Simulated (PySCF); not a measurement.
**Functional benchmark on one molecule**

Molecule: `C1=CC=PC=C1`, C5H5P.

Molfile (atoms numbered from 1):
```
C5H5P
     RDKit          3D

 11 11  0  0  0  0  0  0  0  0999 V2000
   -0.0365    1.1968   -0.0365 C   0  0  0  0  0  0  0  0  0  0  0  0
   -1.2374    0.4863   -0.0035 C   0  0  0  0  0  0  0  0  0  0  0  0
   -1.2993   -0.9021    0.0641 C   0  0  0  0  0  0  0  0  0  0  0  0
    0.0700   -1.9708    0.1187 P   0  0  0  0  0  0  0  0  0  0  0  0
    1.3642   -0.8125    0.0654 C   0  0  0  0  0  0  0  0  0  0  0  0
    1.2093    0.5686   -0.0031 C   0  0  0  0  0  0  0  0  0  0  0  0
   -0.0731    2.2877   -0.0902 H   0  0  0  0  0  0  0  0  0  0  0  0
   -2.1741    1.0525   -0.0326 H   0  0  0  0  0  0  0  0  0  0  0  0
   -2.2887   -1.3718    0.0853 H   0  0  0  0  0  0  0  0  0  0  0  0
    2.3831   -1.2144    0.0873 H   0  0  0  0  0  0  0  0  0  0  0  0
    2.1059    1.1964   -0.0323 H   0  0  0  0  0  0  0  0  0  0  0  0
  1  2  2  0
  2  3  1  0
  3  4  2  0
  4  5  1  0
  5  6  2  0
  6  1  1  0
  1  7  1  0
  2  8  1  0
  3  9  1  0
  5 10  1  0
  6 11  1  0
M  END
```

Geometry PBE0-D3(BJ)/def2-SVP throughout; GIAO in PySCF, gas phase, one conformer, non-relativistic; equivalent atoms averaged; basis pcSseg-2.

Reference values (measured; solution, CHCl3; Yu. Yu. Rusakov, I. L. Rusakova, Phys. Chem. Chem. Phys. 2023, supporting information (pecS-n basis sets for 31P)): δ(P4) = 211.0 ppm vs 85 % H3PO4. Computed shifts are taken against H3PO4, calculated as an isolated molecule at each level.

How do the functionals WP04, B97-2, BHandHLYP, CAM-B3LYP, wB97X-D, LC-wPBE perform against the reference? Times are CPU seconds on 1 thread of an Arm Neoverse V2, shared host.

Answers


```csv
functional,kind,P4,abs. error P,core-s
WP04,global hybrid,244.5,33.5,33
B97-2,global hybrid,217.2,6.2,32
BHandHLYP,global hybrid,238.8,27.8,32
CAM-B3LYP,range-separated hybrid,244.5,33.5,43
wB97X-D,range-separated hybrid,228.5,17.5,40
LC-wPBE,range-separated hybrid,251.2,40.2,52
```

For $^{31}$P the closest is B97-2 (6.2 ppm) and the furthest LC-wPBE (40.2 ppm). One molecule is a small sample, and vibrational and solvent effects are absent from the calculation.
